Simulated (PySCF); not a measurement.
An unknown is described by computed data only.

Formula: C2H5FO.

| Item | Value |
| --- | --- |
| Triplet | lowest triplet excitation (Tamm–Dancoff): 6.80 eV [TDA CAM-B3LYP/aug-cc-pVTZ] |
| 13C NMR | chemical shifts (computed TMS as zero) by class: 92.0 (1 C), 68.2 (1 C) ppm [GIAO PBE0/pcSseg-2] |
| Dipole | 1.49 D [CAM-B3LYP/aug-cc-pVTZ] |
| NMR, other nuclei | isotropic shieldings of nuclei other than C and H, by class: 307 (1 O), 427 (1 F) ppm [GIAO PBE0/pcSseg-2] |
| UV, first state | lowest singlet excitation: 7.06 eV (176 nm, f = 0.010) [TDDFT CAM-B3LYP/aug-cc-pVTZ] |
| Polarisability | 33.5 au [CAM-B3LYP/aug-cc-pVTZ] |
| Rotational structure | rotational constants A, B, C: 16.187, 5.404, 4.547 GHz [PBE0-D3(BJ)/def2-TZVP] |

The electronic properties come from PySCF, for the isolated species, density fitting. Levels stand in brackets. Isolated species at its PBE0-D3(BJ)/def2-TZVP geometry (one conformer only). NMR values are class means; diastereotopic atoms form classes of their own.

Problem. Give a SMILES that accounts for the data.

Solution. Numbering: `[OH:1][CH2:2][CH2:3][F:4]`. Its formula, C2H5FO, gives 0 degrees of unsaturation, so no ring and no π bond. 2 carbons fall into 2 classes; from least to most shielded: sp3 C–F carbon [C3] (92.0 ppm), carbinol carbon (C–OH) [C2] (68.2 ppm). The other shieldings belong to: 307 ppm, alcohol oxygen [O1]; 427 ppm, alkyl fluorine [F4]. The optimised geometry has point group C1 and is an asymmetric top. Structure: `OCCF` (2-fluoroethanol). The assignments are read from this structure; whether some other isomer fits the data as well wasn't checked.

The values belong to the conformer `[OH:1][CH2:2][CH2:3][F:4]`: O1–C2–C3–F4 65°, H–O1–C2–C3 -57°.
